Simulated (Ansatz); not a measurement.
Two isomers of C2H5NS: A = `C=C(N)S`, B = `CSC=N`.

Computed with Ansatz on PBE0-D4/def2-TZVP structures; ΔE is electronic, products minus reactants. CBS: MP2 limit from def2 TZ/QZ plus the TZ coupled-cluster correction, frozen cores. DFT in def2-TZVPP. B3LYP here is the variant with VWN-RPA as its local correlation; programs differ in this. One conformer a species, not always the lowest.

Task: Which is lower in electronic energy at CCSD(T)/CBS, and by how much? (Estimate.)

Result: Computed: B, by 3.7 kcal/mol.

Task: Give E(B) − E(A) in kcal/mol with CCSD(T)/def2-TZVPP, PBE0-D4, ωB97M-V, B2PLYP, B3LYP-D4, PBE-D4, HF/def2-TZVPP. (Estimate.)

Result: Computed: CCSD(T)/def2-TZVPP -4.1, PBE0-D4 -3.4, ωB97M-V -3.6, B2PLYP -4.3, B3LYP-D4 -3.9, PBE-D4 -4.4, HF/def2-TZVPP -3.7. None reverses the order clearly.

Task: Does the order hold for the free energy at 298.15 K (harmonic terms from PBE0-D4)? (Estimate.)

Result: Ansatz gave: Yes: G(B) − G(A) = -3.1 kcal/mol, for one conformer each.

Largest T1 diagnostic: 0.013.

From PBE to PBE0 (25 % exact exchange), in def2-TZVPP and without D4, E(B) − E(A) moves by +1.0 kcal/mol. Leaving LDA and LC-ωPBE aside and taking each functional with its dispersion term where it has one, the values, not all of them listed here, spread over 2.2 kcal/mol, from revPBE-D4 to CAM-B3LYP-D4. LDA lies +3.5 kcal/mol from PBE without D4.
